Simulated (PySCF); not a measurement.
Breaking a bond: SMILES [SiH4]. The Si1–H5 bond (Si1 also carries H, H, H; H5 carries nothing else) is stretched with both fragments frozen at the PBE0/def2-TZVP optimised geometry.

Levels: UHF/cc-pVDZ (PySCF); RHF/cc-pVDZ (PySCF); UKS-LDA (SVWN5) = unrestricted LDA (SVWN5)/cc-pVDZ (PySCF); RKS-LDA (SVWN5) = restricted LDA (SVWN5)/cc-pVDZ (PySCF); UKS-PBE = unrestricted PBE/cc-pVDZ (PySCF); RKS-PBE = restricted PBE/cc-pVDZ (PySCF); UKS-TPSSh = PySCF with unrestricted TPSSh/cc-pVDZ; RKS-TPSSh = restricted TPSSh/cc-pVDZ in PySCF.

Scanned distances (Å): 1.11, 1.19, 1.28, 1.35, 1.39, 1.43, 1.48, 1.52, 1.59, 1.62, 1.73, 1.85, 2.00, 2.22, 2.45, 2.68, 2.97, 3.24, 3.61, 4.03, 4.46, 5.19.

Question: Where does the unrestricted solution first break spin symmetry (<S²> of 0.01 or more)?

Answer: UHF: between 2.00 and 2.22 Å; UKS-LDA (SVWN5): between 2.68 and 2.97 Å; UKS-PBE: between 2.68 and 2.97 Å; UKS-TPSSh: between 2.45 and 2.68 Å.

```tsv
R / Å	<S²> UHF	E(RHF) − E(UHF) / kJ/mol	<S²> UKS-LDA (SVWN5)	E(RKS-LDA (SVWN5)) − E(UKS-LDA (SVWN5)) / kJ/mol	<S²> UKS-PBE	E(RKS-PBE) − E(UKS-PBE) / kJ/mol	<S²> UKS-TPSSh	E(RKS-TPSSh) − E(UKS-TPSSh) / kJ/mol
1.11	0.00	0.0	0.00	0.0	0.00	0.0	0.00	0.0
1.19	0.00	0.0	0.00	0.0	0.00	0.0	0.00	0.0
1.28	0.00	0.0	0.00	0.0	0.00	0.0	0.00	0.0
1.35	0.00	0.0	0.00	0.0	0.00	0.0	0.00	0.0
1.39	0.00	0.0	0.00	0.0	0.00	0.0	0.00	0.0
1.43	0.00	0.0	0.00	0.0	0.00	0.0	0.00	0.0
1.48	0.00	0.0	0.00	0.0	0.00	0.0	0.00	0.0
1.52	0.00	0.0	0.00	0.0	0.00	0.0	0.00	0.0
1.59	0.00	0.0	0.00	0.0	0.00	0.0	0.00	0.0
1.62	0.00	0.0	0.00	0.0	0.00	0.0	0.00	0.0
1.73	0.00	0.0	0.00	0.0	0.00	0.0	0.00	0.0
1.85	0.00	0.0	0.00	0.0	0.00	0.0	0.00	0.0
2.00	0.00	0.0	0.00	0.0	0.00	0.0	0.00	0.0
2.22	0.17	2.2	0.00	0.0	0.00	0.0	0.00	0.0
2.45	0.55	32.4	0.00	0.0	0.00	0.0	0.00	0.0
2.68	0.75	79.9	0.00	0.0	0.00	0.0	0.40	8.5
2.97	0.89	145.8	0.27	2.3	0.54	11.5	0.65	35.5
3.24	0.95	204.3	0.61	16.0	0.79	33.6	0.78	63.1
3.61	0.98	274.5	0.84	40.2	0.94	65.4	0.87	96.9
4.03	1.00	339.2	0.94	65.1	0.98	94.2	0.93	126.4
4.46	1.00	390.1	0.98	84.0	1.00	114.4	0.96	147.3
5.19	1.00	448.4	1.00	102.7	1.00	133.2	1.00	168.3
```
